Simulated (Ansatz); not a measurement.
# CF: the cost of one run

Program: Ansatz 0.2.0. Level of theory: the levels named in each step. These are calculated values, not measurements.

## 1. The system as given

Bond lengths: C1–F2 1.275 Å.

Structure file:

```xyz
2

C     0.0000    0.0000    0.0000
F     0.0000    0.0000    1.2747
```

## 2. A rough first relaxation, PBE-D4/def2-SVP

This run stands in another session on the same molecule. It ended at:

```xyz
2

C     0.0000    0.0000   -0.0040
F     0.0000    0.0000    1.2787
```

## 3. Relaxation, PBE0-D4/def2-TZVPP

This run stands in another session on the same molecule. It ended at:

```xyz
2

C     0.0000    0.0000    0.0032
F     0.0000    0.0000    1.2715
```

## 4. Relaxation, CCSD(T)/cc-pV(T+d)Z

The input, input.yaml:

```yaml
crystal:
  periodic: [false, false, false]
  atoms:
    - { symbol: C, position_ang: [0.0, 0.0, 0.00317714] }
    - { symbol: F, position_ang: [0.0, 0.0, 1.27149286] }
magnetization:
  spin_polarized: true
  initial_magnetization: 1
basis:
  gaussian: { orbitals: "cc-pV(T+d)Z.json" }
correlation:
  method: ccsd_t
scf:
  omitted_lower_state_checks: [cluster_reference]
relax:
  f_tol: 0.002
  max_steps: 40
```

Started as:

```bash
> ansatz run input.yaml --threads 2 --pin off --max-ram 5120MiB --backend cpu --events-out ev --progress --plain --runs-dir out
```

Q: Estimate wall time and peak memory on 2 threads of Intel Xeon 6975P-C (Granite Rapids), shared host.

About 13 s, with a peak of 0.3 GiB.
